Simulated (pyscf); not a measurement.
A first-order saddle from PySCF, ωB97X-D3(BJ)/def2-SVP:

```xyz
9

P     -1.7100    -0.5624    -0.8976
P     -1.2447     0.8200     1.4002
H     -1.6133    -1.7099    -0.0733
H     -1.2813    -1.3107    -2.0711
H      0.0943     0.9786     1.8915
H     -1.2846     2.1288     0.8299
O      0.2088    -0.1034    -0.9765
H      0.1552     0.4374    -0.1070
H      0.4018     0.4987    -1.7190
```

Surface: singlet, charge 0. Lowest wavenumbers (cm⁻¹): 409i, 145, 250, 260, 312.

Question: Which two sides does it connect, and which bonds change?

Answer: H₂P–PH₂ + H₂O ⇌ HO–PH₂ + PH₃, a four-centre exchange read from left to right: P–P, H–O broken and O–P, H–P formed. At CCSD(T)/def2-TZVPP + ΔMP2(QZVPP) it lies +246.9 kJ/mol from the left side and +225.3 kJ/mol from the right (each side as separated species at their lowest minima found). One saddle was located; it need not be the lowest between these sides. The CCSD(T) − MP2 part came from Ansatz, without density fitting, on the same reference.
